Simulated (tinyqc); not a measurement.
Inside a calculation. Method: extended Hueckel theory, for SiH3+. The parameters take no account of the charge, which enters only through the electron count. Computed by tinyqc, a small Python program that keeps every step (integrals from PySCF). Settings: charge = 1, K = 1.75, multiplicity = 1. Command: `OMP_NUM_THREADS=1 python tinyqc.py 24265 24266 out.jsonl` (the two numbers bound the seeds that draw the settings). One thread of a shared host (Intel(R) Xeon(R) Processor @ 2.60GHz), about 0.01 s of CPU time with the checks.

## Overlaps

Geometry (angstrom):
```
atom         x         y        z
Si     0.00000   0.00000  0.06700
H      1.55100   0.00000  0.00000
H     -0.77600   1.34400  0.00000
H     -0.77600  -1.34400  0.00000
```

Parameters chosen for this run:
```
element  shell  Slater exponent  H_ii (eV)
H           1s          1.30000  -13.60000
Si          3s          1.38300  -17.30000
Si          3p          1.38300   -9.20000
```

Slater orbitals, each expanded in six Gaussians scaled to its exponent.

overlap S, lower triangle:
```
          1Si 3s   1Si 3px   1Si 3py   1Si 3pz    2H 1s    3H 1s    4H 1s
1Si 3s   1.00000
1Si 3px  0.00000   1.00000
1Si 3py  0.00000   0.00000   1.00000
1Si 3pz  0.00000   0.00000   0.00000   1.00000
2H 1s    0.38931   0.49866   0.00000  -0.02154  1.00000
3H 1s    0.38900  -0.24920   0.43160  -0.02152  0.03007  1.00000
4H 1s    0.38900  -0.24920  -0.43160  -0.02152  0.03007  0.03002  1.00000
```

## Wolfsberg-Helmholz matrix

diagonal H_ii (eV): 1Si 3s -17.30000, 1Si 3px -9.20000, 1Si 3py -9.20000, 1Si 3pz -9.20000, 2H 1s -13.60000, 3H 1s -13.60000, 4H 1s -13.60000

K = 1.75000

H_ij = K' S_ij (H_ii + H_jj)/2 for i != j (the diagonal keeps H_ii), with K' = 1.75.

H (eV), lower triangle:
```
            1Si 3s   1Si 3px   1Si 3py   1Si 3pz      2H 1s      3H 1s      4H 1s
1Si 3s   -17.30000
1Si 3px    0.00000  -9.20000
1Si 3py    0.00000   0.00000  -9.20000
1Si 3pz    0.00000   0.00000   0.00000  -9.20000
2H 1s    -10.52597  -9.94827   0.00000   0.42974  -13.60000
3H 1s    -10.51755   4.97145  -8.61034   0.42924   -0.71560  -13.60000
4H 1s    -10.51755   4.97145   8.61034   0.42924   -0.71560   -0.71459  -13.60000
```

## Orbitals

valence electrons = 6

Solve H C = S C e through S^(-1/2); fill by pairs from the bottom, a degenerate level sharing its electrons equally; each orbital has its largest coefficient positive (the first on a tie).

orbital energies (eV): -20.37258  -14.95258  -14.95214  -9.21274  3.32822  3.34520  5.92312

occupations: 2.00000  2.00000  2.00000  0.00000  0.00000  0.00000  0.00000

coefficients:
```
              MO1       MO2       MO3       MO4       MO5       MO6       MO7
1Si 3s    0.64309  -0.00008   0.00000   0.04718   0.00000  -0.00628   1.15565
1Si 3px  -0.00001   0.38493   0.00000   0.00000   0.00000   1.21502   0.00725
1Si 3py   0.00000   0.00000   0.38488   0.00000   1.21469   0.00000   0.00000
1Si 3pz   0.00062   0.00000   0.00000   0.99818   0.00000   0.00042  -0.07706
2H 1s     0.25411   0.59234   0.00000  -0.01833   0.00000  -0.87105  -0.70295
3H 1s     0.25391  -0.29639   0.51318  -0.01834  -0.75735   0.44136  -0.69482
4H 1s     0.25391  -0.29639  -0.51318  -0.01834   0.75735   0.44136  -0.69482
```

sum of one-electron energies = -100.55460 eV

Within a degenerate level the vectors are fixed only up to a rotation; this is one choice.

## Mulliken analysis

P = C n C^T; charge = valence electrons (H 1, Si 4) minus the sum of (P S)_ii on the atom; overlap population = 2 sum P_ij S_ij between two atoms.

charges: 1Si 1.51688, 2H -0.17211, 3H -0.17238, 4H -0.17238

Overlap populations:
```
pair      value
2-1    0.709180
3-1    0.708799
3-2   -0.013355
4-1    0.708799
4-2   -0.013355
4-3   -0.013335
```
